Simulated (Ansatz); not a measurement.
Relaxation of AlH5O (7 atoms, charge 0, multiplicity 1), to a largest force component of 0.03 eV/Å in at most 50 steps.

Theory: Ansatz, RKS revPBE-D4/def2-SVP.

```xyz
7
Properties=species:S:1:pos:R:3:forces:R:3
Al 0.060 0.434 -0.484 -0.01 -0.52 0.27
O -0.015 0.067 2.453 0.02 0.46 -0.73
H -0.966 -0.049 2.651 0.00 0.00 0.00
H 1.448 -0.138 -1.035 0.00 0.00 0.00
H -1.350 -0.212 -0.887 0.00 0.00 0.00
H 0.052 1.755 0.378 0.00 0.53 0.11
H 0.009 0.990 2.080 -0.01 -0.47 0.34
```

Where does it end, and by what steps?

It converged. After 7 steps the energy has fallen by 0.649 eV; H3 moved furthest, 0.60 Å. Joined: Al1–O2 (2.96 → 2.08 Å).

```
step  energy less start (eV)  largest force component (eV/Å)  accepted
   0                  0.0000                           0.726       yes
   1                 -0.1345                           1.513       yes
   2                 -0.3547                           1.758       yes
   3                 -0.5344                           0.480       yes
   4                 -0.5997                           0.460       yes
   5                 -0.6426                           0.209       yes
   6                 -0.6450                           0.143       yes
   7                 -0.6493                           0.020       yes
```

```xyz
7
Properties=species:S:1:pos:R:3
Al 0.034 0.487 -0.157
O -0.003 0.115 1.891
H -0.834 -0.334 2.141
H 1.362 -0.273 -0.645
H -1.401 -0.200 -0.453
H 0.075 2.098 -0.014
H 0.005 0.954 2.393
```

Whether the end is a true minimum wasn't checked by a vibrational analysis.

Time of the run: 11 s on 1 thread of Arm Neoverse V1, on a shared host, peak memory 0.1 GiB.
